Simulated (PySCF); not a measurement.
Bond length, frequency and bond energy of AlH by level of theory

State: ¹Σ⁺ (singlet), closed shell. Set-up: Al cc-pV(D+d)Z, H cc-pVDZ; no relativity (PySCF 2.14). De refers to Al + H in their high-spin ground configurations, without counterpoise correction. A positive dipole means Al(−)H(+).

```csv
Level,Re (Å),ωe (cm⁻¹),De (eV),μ (D)
RHF,1.651,1726,2.25,0.18
RHF-MP2,1.650,1719,2.83,n/a
RHF-SCS-MP2,1.649,1715,2.93,n/a
RHF-CCSD,1.651,1693,2.97,n/a
RHF-CCSD(T),1.653,1686,2.98,n/a
PBE,1.689,1574,2.98,-0.06
r²SCAN,1.669,1628,2.99,0.07
r²SCANh,1.665,1643,2.98,0.07
PBE0,1.672,1636,2.96,0.01
r²SCAN0,1.661,1663,2.97,0.07
MN15,1.663,1646,3.30,-0.18
ωB97X,1.660,1669,3.11,0.13
```

Which functional lies closest to RHF-CCSD(T) in De, which farthest, and by how much do they differ from it?

Closest is PBE (+3.6 pm in Re, -6.6 % in ωe, +0.00 eV in De against RHF-CCSD(T) in the same basis), farthest MN15 (+1.0 pm in Re, -2.4 % in ωe, +0.32 eV in De). CCSD(T) converges more slowly with the basis than the functionals do and binds too weakly in this one, so the order can change at the basis-set limit.

What does a quarter of exact exchange do here, going from PBE to PBE0?

PBE0 less PBE: -1.7 pm in Re, +3.9 % in ωe, -0.02 eV in De. Exact exchange removes part of the self-interaction that spreads semilocal densities, and in most molecules shortens and stiffens the bond and lowers De; so it does here.

What does the step from GGA to meta-GGA do here, going from PBE to r²SCAN?

r²SCAN less PBE: -2.0 pm in Re, +3.4 % in ωe, +0.01 eV in De. 

Correlated steps freeze 5 core orbitals. Correlated levels converge slowly with the basis: in double zeta they bind strong bonds too weakly, by up to about 1 eV, and carry superposition errors of some tenths. Where the molecule has an RHF reference, its open-shell atoms are computed with UHF.

The whole job (state search and all levels along the bond) took about 0.5 min on 1 thread of Arm Neoverse V2 (shared host), peak memory 0.35 GiB.
